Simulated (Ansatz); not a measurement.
fcc Ni, relaxed in Ansatz (plane waves) with several semilocal functionals. Each gives its own volume and its own bulk modulus:

```tsv
level	V0 (Å³/atom)	bulk modulus B0 (GPa)	ln V0	ln B0
PBEsol-D3(BJ)	10.082	248.7	2.3108	5.5162
PBEsol	10.382	228.9	2.3401	5.4333
PBE-D3(BJ)	10.520	216.5	2.3533	5.3776
PBE	10.893	197.4	2.3881	5.2852
revPBE	11.123	184.0	2.4090	5.2149
BLYP	11.447	168.4	2.4377	5.1263
```

**Question.** Fit a straight line to ln B0 against ln V0. What does it predict for r²SCAN-D4, whose volume is 10.418 Å³/atom?

**Answer.** With x = ln V0 and y = ln B0: means 2.37317 and 5.32558; Σ(Δx Δy) = -0.03391, Σ(Δx²) = 0.01105, so the slope is -3.07. At x = 2.3435 the line gives y = 5.32558 + (-3.07) × (2.3435 − 2.37317) = 5.4167, or 225.1 GPa. The run with r²SCAN-D4 gives 225.3 GPa, +0.1 % from the line. The rows used scatter about it by up to 0.9 %, while the largest value lies 48 % above the smallest. For comparison, PBE's own equation of state has B′ = 4.8, the slope −d ln B/d ln V at a fixed functional; the two needn't agree, since functionals also differ at one volume.

Measured: 192 GPa (measured, 0 K value with the zero-point phonon effect removed, our sources range from 186 to 195; as tabulated in Mejia-Rodriguez and Trickey (2018), arXiv:1807.09216).

Spin-polarised runs: PBEsol-D3(BJ) (parallel moments), PBEsol (parallel moments), r²SCAN-D4 (parallel moments), PBE-D3(BJ) (parallel moments), PBE (parallel moments), revPBE (parallel moments), BLYP (parallel moments).

Ansatz's density-functional and Hartree–Fock values are scalar-relativistic unless marked +SOC, with PAW data made under PBE.

Ansatz is a quantum-chemistry and plane-wave program.
